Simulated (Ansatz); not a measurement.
# Structure relaxation of Co2Ru

These are results of DFT PBE, scalar-relativistic, plane waves, PAW (Ansatz 0.2.0), not measurements. Cutoff 420 eV, Γ-centred k mesh, Gaussian smearing, collinear spin, first started from parallel moments.

Co2Ru was placed on the cubic Laves (C15) structure type (Fd-3m, No. 227), with Ru in place of Mg, Co in place of Cu, at a guessed volume.

```xyz
6
Lattice="0.0000 3.2178 3.2178 3.2178 0.0000 3.2178 3.2178 3.2178 0.0000" Properties=species:S:1:pos:R:3 pbc="T T T"
Co    4.0222    4.0222    4.0222
Co    4.0222    2.4133    2.4133
Co    2.4133    2.4133    4.0222
Co    2.4133    4.0222    2.4133
Ru    0.0000    0.0000    0.0000
Ru    1.6089    1.6089    1.6089
```

Steps on the 6×6×6 mesh (6 atoms). 4 of 5 steps are shown, and the free energy counts from the last. Trial steps that were taken back and renewals of the plane-wave basis can be among the rows.

```json
{"step": "1", "ΔF (meV/atom)": "61.7", "V (Å³/atom)": "11.11", "P (GPa)": "22.21"}
{"step": "2", "ΔF (meV/atom)": "6.5", "V (Å³/atom)": "11.77", "P (GPa)": "5.77"}
{"step": "3", "ΔF (meV/atom)": "1.5", "V (Å³/atom)": "12.02", "P (GPa)": "0.96"}
{"step": "5", "ΔF (meV/atom)": "0.0", "V (Å³/atom)": "12.07", "P (GPa)": "0.26"}
```

A final relaxation ran on a 10×10×10 mesh. The relaxed crystal, Fd-3m (No. 227):

```cif
data_structure
_symmetry_space_group_name_H-M 'Fd-3m:1'
_symmetry_Int_Tables_number 227
_cell_length_a 6.6179
_cell_length_b 6.6179
_cell_length_c 6.6179
_cell_angle_alpha 90.000
_cell_angle_beta 90.000
_cell_angle_gamma 90.000
_cell_volume 289.85
loop_
_atom_site_label
_atom_site_type_symbol
_atom_site_symmetry_multiplicity
_atom_site_Wyckoff_symbol
_atom_site_fract_x
_atom_site_fract_y
_atom_site_fract_z
_atom_site_occupancy
Co1 Co 16 c 0.12500 0.12500 0.12500 1
Ru1 Ru 8 b 0.00000 0.00000 0.50000 1
```

| Property | Result |
| --- | --- |
| Volume per atom | 12.08 Å³ |
| Density | 10.03 g/cm³ |
| Energy over the elements | 0.20 eV/atom |
| Gap on the 10×10×10 mesh | 0 eV (a metal) |
| Net moment per atom | 1.40 μB |
| Largest site moment | 1.82 μB |

Energies over the elements count from the elements' standard structures at the same level, with no empirical corrections.

The final run used a 10×10×10 mesh on its 6-atom cell and 0.10 eV smearing. The k mesh leaves about 4 meV/atom of noise in metals.

A structure relaxed within its symmetry needn't be a true minimum.

Cost: 3 runs of about 6.2 core-minutes in all, on Intel Xeon Processor @ 2.50GHz (Skylake/Cascade Lake) (shared hosts).